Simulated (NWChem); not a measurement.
Program: NWChem. System: Li, charge 0, spin multiplicity 4. Its SCF solution wasn't tested for a lower state. Level: UB3LYP/def2-TZVP, VWN1-RPA local correlation.

Part of the output:

```
             Northwest Computational Chemistry Package (NWChem) 7.3.0
             --------------------------------------------------------

                                NWChem Input Module
                                -------------------

 Scaling coordinates for geometry "geometry" by  1.889725989
 (inverse scale =  0.529177249)

                             Geometry "geometry" -> ""
                             -------------------------

 Output coordinates in angstroms (scale by  1.889725989 to convert to a.u.)

  No.       Tag          Charge          X              Y              Z
 ---- ---------------- ---------- -------------- -------------- --------------
    1 Li                   3.0000     0.00000000     0.00000000     0.00000000

 Effective nuclear repulsion energy (a.u.)       0.0000000000

            Nuclear Dipole moment (a.u.)
            ----------------------------
        X                 Y               Z
 ---------------- ---------------- ----------------
     0.0000000000     0.0000000000     0.0000000000

      Symmetry information
      --------------------

 Group name             D2h
 Group number             26
 Group order               8
 No. of unique centers     1

      Symmetry unique atoms

     1


 Summary of "ao basis" -> "" (spherical)
 ------------------------------------------------------------------------------
       Tag                 Description            Shells   Functions and Types
 ---------------- ------------------------------  ------  ---------------------
 *                         def2-tzvp                  on all atoms

                                 NWChem DFT Module
                                 -----------------

 Summary of "ao basis" -> "ao basis" (spherical)
 ------------------------------------------------------------------------------
       Tag                 Description            Shells   Functions and Types
 ---------------- ------------------------------  ------  ---------------------
 Li                        def2-tzvp                 8       14   5s3p

 Summary of "ao basis" -> "ao basis" (spherical)
 ------------------------------------------------------------------------------
       Tag                 Description            Shells   Functions and Types
 ---------------- ------------------------------  ------  ---------------------
 Li                        def2-tzvp                 8       14   5s3p

      Symmetry analysis of basis
      --------------------------

        ag          5
        au          0
        b1g         0
        b1u         3
        b2g         0
        b2u         3
        b3g         0
        b3u         3

            General Information
            -------------------
          SCF calculation type: DFT
          Wavefunction type:  spin polarized.
          No. of atoms     :     1
          No. of electrons :     3
           Alpha electrons :     3
            Beta electrons :     0
          Charge           :     0
          Spin multiplicity:     4
          Use of symmetry is: on ; symmetry adaption is: on
          Maximum number of iterations: 100
          AO basis - number of functions:    14
                     number of shells:     8
          Convergence on energy requested:  1.00D-06
          Convergence on density requested:  1.00D-05
          Convergence on gradient requested:  5.00D-04

              XC Information
              --------------
                         B3LYP Method XC Potential
                     Hartree-Fock (Exact) Exchange  0.200
                        Slater Exchange Functional  0.800 local
                    Becke 1988 Exchange Functional  0.720 non-local
              Lee-Yang-Parr Correlation Functional  0.810
                  VWN I RPA Correlation Functional  0.190 local

             Grid Information
             ----------------
          Grid used for XC integration:  medium
          Radial quadrature: Mura-Knowles
          Angular quadrature: Lebedev.
          Tag              B.-S. Rad. Rad. Pts. Rad. Cut. Ang. Pts.
          ---              ---------- --------- --------- ---------
          Li                  1.45       49           9.0       434
[...]
 !! scf_movecs_sym_adapt:    6 vectors were symmetry contaminated

  Symmetry fudging

 !! scf_movecs_sym_adapt:    6 vectors were symmetry contaminated

 !! scf_movecs_sym_adapt:    6 vectors were symmetry contaminated

  Symmetry fudging

 !! scf_movecs_sym_adapt:    6 vectors were symmetry contaminated

 d= 0,ls=0.0,diis     2     -5.3457025810 -1.72D-01  8.98D-03  9.11D-03     0.1
                                                     0.00D+00  0.00D+00

 !! scf_movecs_sym_adapt:    6 vectors were symmetry contaminated

  Symmetry fudging

 !! scf_movecs_sym_adapt:    6 vectors were symmetry contaminated

 !! scf_movecs_sym_adapt:    6 vectors were symmetry contaminated

  Symmetry fudging

 !! scf_movecs_sym_adapt:    6 vectors were symmetry contaminated

 d= 0,ls=0.0,diis     3     -5.3483709908 -2.67D-03  1.94D-03  3.28D-05     0.1
                                                     0.00D+00  0.00D+00

 !! scf_movecs_sym_adapt:    6 vectors were symmetry contaminated

  Symmetry fudging

 !! scf_movecs_sym_adapt:    6 vectors were symmetry contaminated

 !! scf_movecs_sym_adapt:    6 vectors were symmetry contaminated

  Symmetry fudging

 !! scf_movecs_sym_adapt:    6 vectors were symmetry contaminated

 d= 0,ls=0.0,diis     4     -5.3483917845 -2.08D-05  1.19D-04  7.67D-08     0.1
                                                     0.00D+00  0.00D+00

 !! scf_movecs_sym_adapt:    6 vectors were symmetry contaminated

  Symmetry fudging

 !! scf_movecs_sym_adapt:    6 vectors were symmetry contaminated

 !! scf_movecs_sym_adapt:    6 vectors were symmetry contaminated

  Symmetry fudging

 !! scf_movecs_sym_adapt:    6 vectors were symmetry contaminated

 d= 0,ls=0.0,diis     5     -5.3483918799 -9.54D-08  2.17D-05  1.22D-09     0.1
                                                     0.00D+00  0.00D+00

 !! scf_movecs_sym_adapt:    6 vectors were symmetry contaminated

  Symmetry fudging

 !! scf_movecs_sym_adapt:    4 vectors were symmetry contaminated

 !! scf_movecs_sym_adapt:    6 vectors were symmetry contaminated

  Symmetry fudging

 !! scf_movecs_sym_adapt:    2 vectors were symmetry contaminated

 d= 0,ls=0.0,diis     6     -5.3483918816 -1.68D-09  7.26D-07  4.22D-12     0.1
                                                     0.00D+00  0.00D+00

         Total DFT energy =       -5.348391881594
      One electron energy =       -6.408267822429
           Coulomb energy =        2.412908908769
    Exchange-Corr. energy =       -1.353032967934
 Nuclear repulsion energy =        0.000000000000

 Numeric. integr. density =        2.999999993210

     Total iterative time =      0.1s

                  Occupations of the irreducible representations
                  ----------------------------------------------

                     irrep           alpha         beta
                     --------     --------     --------
                     ag                2.0          0.0
                     au                0.0          0.0
                     b1g               0.0          0.0
                     b1u               1.0          0.0
                     b2g               0.0          0.0
                     b2u               0.0          0.0
                     b3g               0.0          0.0
                     b3u               0.0          0.0

                    DFT Final Alpha Molecular Orbital Analysis
                    ------------------------------------------

 Vector    1  Occ=1.000000D+00  E=-3.106470D+00  Symmetry=ag
              MO Center=  0.0D+00,  0.0D+00,  0.0D+00, r^2= 9.8D-02
   Bfn.  Coefficient  Atom+Function         Bfn.  Coefficient  Atom+Function
  ----- ------------  ---------------      ----- ------------  ---------------
     2      0.718884  1 Li s                  1      0.288536  1 Li s
     3      0.090344  1 Li s

 Vector    2  Occ=1.000000D+00  E=-2.417274D-01  Symmetry=ag
              MO Center=  2.0D-16, -2.3D-16, -3.2D-16, r^2= 2.7D+00
   Bfn.  Coefficient  Atom+Function         Bfn.  Coefficient  Atom+Function
  ----- ------------  ---------------      ----- ------------  ---------------
     4      1.023940  1 Li s                  2     -0.276771  1 Li s
     3      0.065899  1 Li s                  1     -0.064776  1 Li s

 Vector    3  Occ=1.000000D+00  E=-1.537680D-01  Symmetry=b1u
              MO Center=  6.7D-48, -7.7D-48,  3.2D-16, r^2= 3.5D+00
   Bfn.  Coefficient  Atom+Function         Bfn.  Coefficient  Atom+Function
  ----- ------------  ---------------      ----- ------------  ---------------
    11      0.707772  1 Li pz                 8      0.478722  1 Li pz
    14      0.045630  1 Li pz

 Vector    4  Occ=0.000000D+00  E=-8.579051D-02  Symmetry=b3u
              MO Center= -2.0D-16, -2.8D-48,  1.2D-54, r^2= 3.9D+00
   Bfn.  Coefficient  Atom+Function         Bfn.  Coefficient  Atom+Function
  ----- ------------  ---------------      ----- ------------  ---------------
     9      0.768703  1 Li px                 6      0.404532  1 Li px
    12      0.040844  1 Li px

 Vector    5  Occ=0.000000D+00  E=-8.579051D-02  Symmetry=b2u
              MO Center=  2.7D-55,  2.3D-16,  1.7D-54, r^2= 3.9D+00
   Bfn.  Coefficient  Atom+Function         Bfn.  Coefficient  Atom+Function
  ----- ------------  ---------------      ----- ------------  ---------------
    10      0.768703  1 Li py                 7      0.404532  1 Li py
    13      0.040844  1 Li py

 Vector    6  Occ=0.000000D+00  E= 2.678714D-02  Symmetry=ag
              MO Center=  3.2D-22, -1.7D-21,  1.3D-22, r^2= 1.2D+01
   Bfn.  Coefficient  Atom+Function         Bfn.  Coefficient  Atom+Function
  ----- ------------  ---------------      ----- ------------  ---------------
     5      1.871897  1 Li s                  4     -1.586286  1 Li s
     2      0.143551  1 Li s                  1      0.035399  1 Li s

                     DFT Final Beta Molecular Orbital Analysis
                     -----------------------------------------

 Vector    1  Occ=0.000000D+00  E=-2.031206D+00  Symmetry=ag
              MO Center=  0.0D+00,  0.0D+00,  0.0D+00, r^2= 1.3D-01
   Bfn.  Coefficient  Atom+Function         Bfn.  Coefficient  Atom+Function
  ----- ------------  ---------------      ----- ------------  ---------------
     2      0.636694  1 Li s                  3      0.251669  1 Li s
     1      0.230996  1 Li s

 Vector    2  Occ=0.000000D+00  E=-5.514020D-02  Symmetry=ag
              MO Center=  1.5D-15,  2.5D-16, -6.7D-17, r^2= 4.9D+00
   Bfn.  Coefficient  Atom+Function         Bfn.  Coefficient  Atom+Function
  ----- ------------  ---------------      ----- ------------  ---------------
     5      0.558738  1 Li s                  4      0.516911  1 Li s
     2     -0.192040  1 Li s                  3     -0.055750  1 Li s
     1     -0.046368  1 Li s

 Vector    3  Occ=0.000000D+00  E= 5.312962D-03  Symmetry=b3u
              MO Center= -1.5D-15,  1.1D-46, -2.9D-47, r^2= 4.6D+00
   Bfn.  Coefficient  Atom+Function         Bfn.  Coefficient  Atom+Function
  ----- ------------  ---------------      ----- ------------  ---------------
     9      0.855496  1 Li px                 6      0.284323  1 Li px

   alpha - beta orbital overlaps
   -----------------------------

   alpha      1      2      3      4      5      6      7      8      9     10
    beta      1      2      5      3      4      6      9      8      7     10
 overlap   0.992  0.939  0.969  0.992  0.992  0.940  0.969  0.992  0.992  0.989

   alpha     11     12     13     14
    beta     13     12     11     14
 overlap   1.000  1.000  1.000  0.999

     --------------------------
     Expectation value of S2:
     --------------------------
      <S2> =      3.7500 (Exact =     3.7500)

 Task  times  cpu:        0.1s     wall:        0.1s

 Total times  cpu:        0.2s     wall:        0.2s
```

Question: Write an NWChem input that would produce this output.

Answer: This is not unique; one that fits is 
```
start mol
memory heap 200 mb stack 900 mb global 1100 mb
geometry units angstroms nocenter noautoz
  Li     0.000000     0.000000     0.000000
  symmetry group D2h
end
basis spherical
  * library def2-tzvp
end
dft
  xc b3lyp
  odft
  mult 4
  semidirect memsize 60000000 filesize 0
  iterations 100
end
task dft energy
```
